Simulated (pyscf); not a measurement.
Thermochemistry of product channels of hydrogen (H₂) + allene (H₂C=C=CH₂) on the singlet surface, in eV, from ωB97M-D3(BJ)/def2-TZVP energies (ideal gas, 1 atm, RRHO with modes under 100 cm⁻¹ raised to 100, one conformer, R ln 2 for rigid chiral ones). PySCF, gas phase, ωB97X-D3(BJ)/def2-SVP geometries.

| products | ΔE | ΔH(298 K) | ΔG(600 K) | ΔG(900 K) |
|---|---|---|---|---|
| methane (CH₄) + :C=CH₂ [singlet] | +1.35 | +1.44 | +1.23 | +1.15 |
| H₃C–C:–CH₃ [singlet] | (withheld) | +1.04 | +1.70 | (withheld) |

**Question.** Fill in the missing entries.

**Answer.** 
- H₃C–C:–CH₃ [singlet], ΔE: +0.82
- H₃C–C:–CH₃ [singlet], ΔG(900 K): +2.05

These are energies of the channels, which say nothing of barriers. :C=CH₂ [singlet] lies 1.80 eV over its isomer HC≡CH, and others may lie lower still (electronic energy, ωB97M-D3(BJ)). H₃C–C:–CH₃ [singlet] lies 2.89 eV over its isomer H₂C=CH–CH₃, and others may lie lower still (electronic energy, ωB97M-D3(BJ)). A restricted singlet here is unstable towards spin polarisation, as is usual where a triplet lies low; its energy is less safe.
